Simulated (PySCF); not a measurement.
`[SiH3]S[SiH3]`. Theory: PBE0-D3(BJ)/def2-SVP geometry optimisation, gas phase in PySCF 2.14.0.

```
atom  x, y, z in Å
Si1    1.3713    0.5705    0.2990
S2    -0.0936    0.6159   -1.2734
Si3   -1.6583   -0.5273   -0.3416
H4     1.7966   -0.8296    0.5982
H5     2.5305    1.3620   -0.1993
H6     0.8304    1.1823    1.5497
H7    -1.2181   -1.9309   -0.0828
H8    -2.7981   -0.5186   -1.3003
H9    -2.0708    0.0905    0.9544
```

Question: Give the dihedral angles Si1–S2–Si3–H8, H4–Si1–S2–Si3, Si1–S2–Si3–H9, Si1–S2–Si3–H7, H6–Si1–S2–Si3.

Answer: Si1–S2–Si3–H8 177° (antiperiplanar); H4–Si1–S2–Si3 62° (synclinal); Si1–S2–Si3–H9 57° (synclinal); Si1–S2–Si3–H7 -64° (synclinal); H6–Si1–S2–Si3 -59° (synclinal). Dihedral signs follow IUPAC: positive where, seen along the central bond, the front bond turns clockwise onto the rear one.

Question: What is the longest distance between nuclei?

Answer: H5···H8, 5.76 Å; the next longest distance is 4.99 Å.

Question: Work out the bond lengths Si1–S2, Si1–H5, S2–Si3, Si3–H7, Si3–H9 in Å.

Answer: For Si1–S2 the difference vector is (-1.4649, 0.0454, -1.5724) Å, of length 2.1495 Å. Si1–S2 2.150; Si1–H5 1.489; S2–Si3 2.150; Si3–H7 1.494; Si3–H9 1.494 Å.

Question: What is the repulsion energy of the bare nuclei, Σ ZA·ZB/RAB?

Answer: 202.51 Eh over 36 pairs, with full nuclear charges and distances in bohr; the largest single term is 55.15 Eh (Si1 with S2, or a pair equal to it).

Question: Where is the centre of mass (commonest isotopes), and what is the radius of gyration?

Answer: Mass 93.973 u; centre at (-0.127, 0.215, -0.430) Å; Rg = √(Σ m r²/M) = 1.567 Å. As Ia + Ib + Ic = 2 Σ m r², the three principal moments sum to 461.6 u·Å².

Question: What are the angles S2–Si1–H4, S2–Si1–H6, H5–Si1–H6, Si1–S2–Si3, H8–Si3–H9, H7–Si3–H9?

Answer: From the scalar product of the two bond vectors; for S2–Si1–H4 it is -1.1570 Å² over 2.1495 × 1.4935 Å², cos θ = -0.3604. S2–Si1–H4 111.1°; S2–Si1–H6 110.9°; H5–Si1–H6 110.1°; Si1–S2–Si3 99.7°; H8–Si3–H9 110.2°; H7–Si3–H9 108.6°.

Question: How far apart are these pairs, which share no bond: Si1···H9, S2···H9, H4···H7, H6···H8?

Answer: Si1···H9 3.537 Å (3 bonds apart); S2···H9 3.025 Å (2 bonds apart); H4···H7 3.281 Å (4 bonds apart); H6···H8 4.917 Å (4 bonds apart).

Not checked by PBE0-D3(BJ)/def2-SVP frequencies.
